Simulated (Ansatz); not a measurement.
A nudged elastic band was laid between two geometries of H2O + H6Si2 (11 atoms, charge 0, multiplicity 1).

The calculation used RHF/6-31G* in Ansatz.

* movable images: 9
* climbing image: yes
* spring: 5.0 eV/Å²
* optimiser: quadratic models (default)
* start path: through a guess of the saddle point
* force threshold: 0.05 eV/Å
* iteration limit: 60
* end points: relaxed

First end point:

```xyz
11
Properties=species:S:1:pos:R:3
Si 0.417 -0.188 0.099
Si 0.331 0.010 2.444
H -0.460 -1.082 3.043
H 1.702 -0.075 3.001
H -0.235 1.312 2.849
H 1.821 -0.272 -0.365
H -0.197 0.980 -0.570
H -0.273 -1.411 -0.366
O -2.676 0.076 1.145
H -3.018 0.750 0.572
H -3.101 -0.729 0.882
```

Last end point:

```xyz
11
Properties=species:S:1:pos:R:3
Si -0.465 0.066 -1.193
Si -0.214 -0.223 3.676
H -0.830 -0.838 4.866
H 1.000 -0.968 3.297
H 0.129 1.183 3.958
H 0.567 0.798 -0.428
H -0.478 0.537 -2.585
H -0.112 -1.369 -1.155
O -1.971 0.335 -0.582
H -2.138 0.118 0.324
H -1.178 -0.270 2.555
```

Problem. Which bonds break or form, and what moves?

Solution. Bonds broken: Si1–Si2, O9–H11. Bonds formed: Si1–O9, Si2–H11. H2O + H6Si2 becomes H4OSi + H4Si.

Problem. Give the energies along the band, and the barrier.

Solution. The run converged. The highest image is number 5 of 0 to 10, 2.61 eV above the first end and 3.61 eV above the last; the last end lies 1.00 eV below the first. Neighbouring images differ by up to 3.4 eV, so the band resolves the path poorly. A vibrational analysis at the climbing image gives one clearly imaginary mode, 394i cm⁻¹: a first-order saddle point. The orbitals stay closed-shell, which can raise the energy where a bond breaks towards radicals; this wasn't checked here.

| image | path coordinate (Å) | energy (eV) | Si1–Si2 (Å) | O9–H11 (Å) | Si1–O9 (Å) |
| --- | --- | --- | --- | --- | --- |
| 0 | 0.00 | 0.00 | 2.36 | 0.95 | 3.28 |
| 1 | 1.46 | 0.01 | 2.35 | 0.95 | 3.36 |
| 2 | 2.91 | 0.02 | 2.35 | 0.95 | 3.46 |
| 3 | 4.37 | 0.06 | 2.35 | 0.95 | 3.35 |
| 4 | 5.83 | 0.93 | 2.43 | 0.95 | 2.71 |
| 5 | 7.29 | 2.61 | 3.01 | 1.00 | 1.85 |
| 6 | 8.78 | -0.80 | 3.72 | 2.36 | 1.65 |
| 7 | 10.28 | -0.98 | 4.53 | 3.32 | 1.65 |
| 8 | 11.77 | -0.99 | 4.82 | 3.43 | 1.65 |
| 9 | 13.27 | -1.00 | 4.86 | 3.32 | 1.65 |
| 10 | 14.77 | -1.00 | 4.88 | 3.29 | 1.65 |

Problem. What is the geometry of the highest image?

Solution. 
```xyz
11
Properties=species:S:1:pos:R:3:forces:R:3
Si -0.339 0.118 -0.190 0.03 0.01 -0.02
Si -0.060 0.188 2.805 0.00 0.00 0.00
H -0.841 0.707 3.968 0.00 0.00 0.00
H 0.692 -0.982 3.356 0.00 0.00 0.00
H 0.999 1.220 2.585 0.00 0.00 0.00
H 0.912 -0.604 0.044 0.00 0.00 0.00
H -0.318 1.574 -0.098 0.00 0.00 0.00
H -0.727 -0.229 -1.580 0.00 0.00 0.01
O -1.941 -0.597 0.409 -0.04 -0.01 -0.01
H -2.279 -1.418 0.044 0.01 0.00 0.00
H -1.788 -0.606 1.392 0.01 0.00 0.02
```

The run took 6 min on 1 thread of Arm Neoverse V1, with other jobs on the host, peak memory 0.12 GiB.
